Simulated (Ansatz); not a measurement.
# AlBH₅ (doublet): the correlation ladder at distance Al1–H4 along a hydrogen transfer = 1.943 Å, cc-pVDZ

Aim: climb from Hartree-Fock through coupled cluster and multireference methods for AlBH₅ (doublet) at one geometry and basis, and see what each rung misses.

The runs use Ansatz 0.2.0, Gaussian basis; cc-pVDZ, core rule «outside noble gas», up to 6 orbitals frozen.

Plan: UHF; CCSD(T) on ROHF; CCSD(T) on UHF; BCCD(T) on ROHF; CISD; CCSDT(Q) on ROHF; CCSDT(Q) on UHF; CASSCF and MRCISD+Q, 3 electrons in 3 orbitals; CASSCF and NEVPT2, 3 electrons in 3 orbitals; CASSCF and NEVPT2, 9 electrons in 9 orbitals.

3 further runs of the same task are left out: 3 that didn't finish.

**1. What is computed**

The geometry derives from fragments relaxed apart (PBE0/def2-TZVP) and kept rigid, so it is no stationary point. A hydrogen atom is moved between rigid fragments.

7 atoms, charge 0, spin multiplicity 2.

Atoms are counted from 1 here; the program's logs count them from 0.

Bond lengths: Al1–H2 1.586 Å, Al1–H3 1.586 Å, Al1–H4 1.943 Å, H4–B5 1.170 Å, B5–H6 1.191 Å, B5–H7 1.191 Å. Angles: H2–Al1–H3 120.0°, H2–Al1–H4 120.0°, H3–Al1–H4 120.0°, Al1–H4–B5 180.0°, H4–B5–H6 115.3°, H4–B5–H7 115.3°, H6–B5–H7 129.4°.

**2. UHF**

The input, in.yaml:

```yaml
crystal:
  periodic: [false, false, false]
  atoms:
    - {symbol: Al, position_ang: [-0.964607, 0.000000, 0.000000]}
    - {symbol: H, position_ang: [-1.757531, 1.373384, 0.000000]}
    - {symbol: H, position_ang: [-1.757531, -1.373384, 0.000000]}
    - {symbol: H, position_ang: [0.978393, 0.000000, 0.000000]}
    - {symbol: B, position_ang: [2.148393, 0.000000, 0.000000]}
    - {symbol: H, position_ang: [2.657466, 0.000000, 1.077008]}
    - {symbol: H, position_ang: [2.657466, 0.000000, -1.077008]}
basis:
  gaussian: {orbitals: cc-pVDZ}
magnetization: {spin_polarized: true, initial_magnetization: 1}
hamiltonian: {xc: hf}
output: {orbitals: {seedname: orbitals}}
```

Started as:

```bash
$ ansatz run in.yaml --threads 1 --pin off --events-out ev --progress --plain --max-ram 2393MiB
```

After this run come: CCSD(T) on ROHF; CCSD(T) on UHF; BCCD(T) on ROHF; CISD; CCSDT(Q) on ROHF; CCSDT(Q) on UHF; CASSCF and MRCISD+Q, 3 electrons in 3 orbitals; CASSCF and NEVPT2, 3 electrons in 3 orbitals; CASSCF and NEVPT2, 9 electrons in 9 orbitals.

Q: Predict the results of all the runs planned. Wanted: UCCSDT(Q) below the RHF energy; RMP2 from UCCSDT(Q); UMP2 from UCCSDT(Q); RCCSD from UCCSDT(Q); RCCSD(T) from UCCSDT(Q); UCCSD(T) from UCCSDT(Q); RCCSDT(Q) from UCCSDT(Q); NEVPT2 pair from UCCSDT(Q); MRCISD+Q pair from UCCSDT(Q).

The runs gave:

```
                         quantity                                                   value
   UCCSDT(Q) below the RHF energy                                              -5.6486 eV
              RMP2 from UCCSDT(Q)                                           +127.9 kJ/mol
              UMP2 from UCCSDT(Q)                                           +128.1 kJ/mol
             RCCSD from UCCSDT(Q)                                            +11.9 kJ/mol
          RCCSD(T) from UCCSDT(Q)                                             +2.8 kJ/mol
          UCCSD(T) from UCCSDT(Q)                                             +2.8 kJ/mol
         RCCSDT(Q) from UCCSDT(Q)                                              0.0 kJ/mol
       NEVPT2 pair from UCCSDT(Q)                                           +130.9 kJ/mol
     MRCISD+Q pair from UCCSDT(Q)                                             +5.3 kJ/mol
   NEVPT2 frontier from UCCSDT(Q)                                           +134.2 kJ/mol
levels within 1 kcal/mol (43 meV)  RCCSD(T), UCCSD(T), BCCD(T), RCCSDT, UCCSDT, RCCSDT(Q)
                    T1 diagnostic                                                   0.015
```

What this shows: RCCSD(T) misses by +2.8 kJ/mol, 0.5 % of the correlation energy. Of the multireference levels listed MRCISD+Q pair comes nearest in total energy (+5.3 kJ/mol), which doesn't show that its space is the better one. These misses are within one basis, not against nature; the frozen cores of restricted and unrestricted runs differ, which can shift their rows.
